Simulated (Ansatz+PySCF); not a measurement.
## singlet H₂F₂: levels of theory in one basis

```xyz
4

F     0.0302   -0.3499   -1.2142
H     0.0229    0.4116   -0.8069
F     0.0364    0.3756    1.1608
H     0.0004   -0.4963    0.8271
```

Basis set: def2-SVP (spherical functions). Frozen core: 2 orbitals. Charge 0, multiplicity 1.

Computed with Ansatz (development build ahead of 0.2.0); each method stands on the lowest determinant of its kind that the runs found.

| method | E − E(RHF) (eV) | <S²> of the determinant |
| --- | --- | --- |
| RHF | 0.00 | 0.00 |
| RHF-CCSD | -11.17 | – |
| RHF-CCSD(T) | -11.27 | – |

What does RHF-MP2 give on the same scale?

-10.89 eV.

Is a single determinant a sound starting point here?

By this sign, yes. Unrestricted orbitals gain 0.00 eV and <S²> is 0.00 against 0.00 for a pure state.
